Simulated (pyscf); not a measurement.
PySCF, gas phase, ωB97X-D3(BJ)/def2-SVP geometries.

**Question.** Estimate the classical barrier height and the reaction energy of Cl–GeH(Cl)–Cl + HCl → Cl–Ge(Cl)(Cl)–Cl + H₂ at HF/def2-TZVP. The step runs on the singlet surface, breaks Ge–H, Cl–H and forms Cl–Ge, H–H; take the separated reactants as zero.

**Answer.** ΔE‡ = 67.1 kcal/mol, ΔE = -6.9 kcal/mol. ωB97M-D3(BJ)/def2-TZVP gives 47.0 kcal/mol and -9.7 kcal/mol. Zero-point energy shifts the barrier by -0.4 kcal/mol. It is a four-centre exchange, with an imaginary mode of 1220i cm⁻¹. This is the saddle that the search found; another between the same sides may lie lower. Elements up to Kr have no core potential and no relativistic terms here.
